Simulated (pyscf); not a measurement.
H₂Al–Cl + silanol (HO–SiH₃) -> HO–AlH–Cl + silane (SiH₄), a four-centre exchange (singlet surface; Al–H, O–Si broken, Al–O, H–Si formed). Structures and frequencies: ωB97X-D3(BJ)/def2-SVP in PySCF. MP2 and CC: frozen core, UHF for open shells. ΔMP2 is the change of the MP2 total energy from the triple- to the quadruple-zeta basis. Energies in kJ/mol from the separated reactants.

Small-basis levels: PySCF, no dispersion term, spherical d functions. 

Question: In single points MP2/6-31G* puts the saddle at -34.6 kJ/mol and the reaction energy at -67.2 kJ/mol. Should these be trusted to within a few kcal/mol? Compare with CCSD(T)/def2-TZVPP + ΔMP2(QZVPP).

Answer: CCSD(T)/def2-TZVPP + ΔMP2(QZVPP) gives ΔE‡ = -40.5 kJ/mol and ΔE = -62.9 kJ/mol. MP2/6-31G* lies 5.9 kJ/mol over it in the barrier and 4.3 kJ/mol under it in the reaction energy, so on this step it holds to within 12.6 kJ/mol. CCSD(T)/def2-TZVPP + ΔMP2(QZVPP) has limits of its own. On the reactant side the descent ends in an adduct with a Al–O contact, 107.9 kJ/mol under the separated species and 51.6 kJ/mol under the saddle at ωB97X-D3(BJ)/def2-TZVP. On the product side the descent ends in a complex, 29.1 kJ/mol under the separated species and 34.3 kJ/mol under the saddle at ωB97X-D3(BJ)/def2-TZVP. At CCSD(T) the saddle lies under the separated reactants, which points to a path from their complex (located at ωB97X-D3(BJ) alone). What is counted as formed (Al–O) is already present as a longer contact in the reactant adduct; forming that adduct is a step of its own. At the saddle there is also a short Al–Si contact that neither side keeps. At ωB97X-D3(BJ)/def2-TZVP the barrier from the zero used here is -56.3 kJ/mol. One saddle was located; it need not be the lowest between these sides. The CCSD(T) − MP2 part came from Ansatz, without density fitting, on the same reference.
